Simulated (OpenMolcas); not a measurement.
**BH2O (SMILES B[O]) at UHF/STO-3G**

Wanted: a single-point energy of BH2O. 

Program for the calculation: OpenMolcas 26.06.

2 further runs of the same task are left out: 2 set aside as unsound or not needed.

### Step 1. Starting point

BH2O: 4 atoms, total charge 0, spin state doublet. As SMILES, `B[O]`. The B1–H3 distance was set to 3.028 Å, away from the relaxed value. At this shape a bond of the SMILES string is far longer than usual.

Bond lengths: B1–O2 1.281 Å, B1–H4 1.211 Å. Angles: O2–B1–H4 119.9°.

### Step 2. A single-point energy at UHF/STO-3G

File mol.input:

```
&GATEWAY
  BasLib = $CurrDir
  Coord
  4
  angstrom
  B        1.576132       0.855790      -0.265147
  O        2.602532       0.525290       0.426853
  H       -1.052600      -0.587700       0.151600
  H        1.661132       1.744590      -1.083647
  Basis = STO-3G
  Group = NoSym

&SEWARD

&SCF
  UHF
  Spin = 2
  Thresholds = 1e-10 1e-07 1e-07 1e-05
  PrOrbitals = 1 1
```

The basis set STO-3G is read from a file made from the Basis Set Exchange's data (not shown).

Started as:

```console
$ export MOLCAS_MEM=1860
$ pymolcas mol.input > mol.log
```

What values should one expect? Wanted: total energy; dipole moment; HOMO energy; LUMO energy; ⟨S²⟩.

Computed results:

Level: UHF/STO-3G.

| quantity | value |
| --- | --- |
| total energy | -99.21362 Eh |
| dipole moment | 1.85 D |
| HOMO energy (highest over α and β) | -9.88 eV |
| LUMO energy (lowest over α and β) | 5.48 eV |
| ⟨S²⟩ | 0.750 |

What this shows: The run may have ended on a state above the lowest. Mulliken charges run from -0.26 on O2 to +0.26 on B1; they depend strongly on the basis.
